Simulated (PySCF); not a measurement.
Species: C4H5P.
Atom-mapped SMILES: `[CH3:1]/[CH:2]=[CH:3]/[C:4]#[P:5]` (hydrogens: H6, H7, H8 on C1; H9 on C2; H10 on C3)

Theory: PBE0-D3(BJ)/def2-SVP geometry optimisation, gas phase (PySCF 2.14.0).

Question: Give the optimised bond lengths and angles.

Answer: 
| bond | length (bohr) | order |
| --- | --- | --- |
| C1–C2 | 2.809 | single |
| C2=C3 | 2.550 | double |
| C3–C4 | 2.675 | single |
| C4≡P5 | 2.936 | triple |
| C1–H6, C1–H7, C1–H8 | 2.083 | single |
| C2–H9 | 2.072 | single |
| C3–H10 | 2.077 | single |

Bonds in one row agree within 0.02 bohr and their mean is given. Orders are formal, as drawn. A selection of angles:
| angle | degrees |
| --- | --- |
| C2–C1–H6 | 112.0 |
| H6–C1–H7 | 108.4 |
| H7–C1–H8 | 106.2 |
| C1–C2–C3 | 124.8 |
| C1–C2–H9 | 117.3 |
| C3–C2–H9 | 117.9 |
| C2–C3–C4 | 124.3 |
| C2–C3–H10 | 119.1 |
| C4–C3–H10 | 116.6 |
| C3–C4–P5 | 179.0 |

Dihedral angles: C1–C2–C3–C4 180° (antiperiplanar).

Of the pairs four or more bonds apart, H6···H10 is among the closest relative to their van der Waals radii: 2.43 Å, 101 % of the sum of Bondi's values. The 5 heavy atoms lie in one plane (0.000 Å rms). The C–C distances run from 1.349 Å (C2=C3, drawn double) to 1.486 Å (C1–C2, drawn single), a spread of 0.137 Å.

Point group: Cs (tolerance 0.08 Å). PBE0-D3(BJ)/def2-SVP frequencies: not computed here.
